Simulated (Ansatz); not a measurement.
Input file:

```yaml
crystal:
  periodic: [false, false, false]
  atoms:
    - {symbol: B, position_ang: [0.000000, 0.000000, 0.000000]}
    - {symbol: N, position_ang: [0.000000, 0.000000, 2.342000]}
basis:
  gaussian: {orbitals: 6-31G}
magnetization: {spin_polarized: true, initial_magnetization: 0}
correlation: {method: ccsdt_q, electrons: outside_noble_gas}
```

```sh
$ ansatz run in.yaml --threads 1 --pin off --events-out ev --progress --plain --max-ram 2393MiB
```

Task: Roughly how long does this take on 1 thread of Arm Neoverse V2, shared host, and how much host memory?

Result: 11 s wall and 0.15 GiB.

```
404 factors; integrals over basis functions are off by at most 6.6e-8 eV
mean field evaluation 1: about -2136.1738 eV, gradient 2.2e1 eV
mean field evaluation 2: about -2136.1741 eV, gradient 2.2e1 eV
mean field evaluation 4: about -2140.7340 eV, gradient 2.7e0 eV
mean field evaluation 8: about -2140.8488 eV, gradient 1.3e-1 eV
mean field evaluation 16: about -2141.1680 eV, gradient 2.1e0 eV
mean field evaluation 32: about -2145.2169 eV, gradient 1.3e-2 eV
mean field evaluation 64: about -2144.8646 eV, gradient 1.8e0 eV
mean field evaluation 96: about -2140.8489 eV, gradient 1.6e-5 eV
mean field evaluation 128: about -2145.0110 eV, gradient 4.2e-6 eV
mean field evaluation 160: about -2139.5903 eV, gradient 2.0e1 eV
...
cycle  44  -4.86324694 eV  change   -1.0e-7 eV  update   2.4e-7
cycle  45  -4.86324671 eV  change    2.3e-7 eV  update   2.2e-7
cycle  46  -4.86324683 eV  change   -1.2e-7 eV  update   1.8e-7
cycle  47  -4.86324653 eV  change    3.0e-7 eV  update   1.7e-7
cycle  48  -4.86324650 eV  change    2.9e-8 eV  update   1.4e-7
cycle  49  -4.86324635 eV  change    1.5e-7 eV  update   1.6e-7
cycle   1  -4.86324629 eV  update   1.4e-7
cycle   2  -4.86324619 eV  change    9.7e-8 eV  update   8.0e-8
cycle   3  -4.86324606 eV  change    1.3e-7 eV  update   5.8e-8
cycle   4  -4.86324590 eV  change    1.7e-7 eV  update   4.7e-8
perturbative correction 0.00256525 eV, 0.0000942711 hartree
WARN: the results are in doubt because among natural orbitals full CI differs from the method by +2.226 eV
Total energy: -2150.07760021 eV, -79.0138944330 hartree
In doubt: among natural orbitals full CI differs from the method by +2.226 eV
```
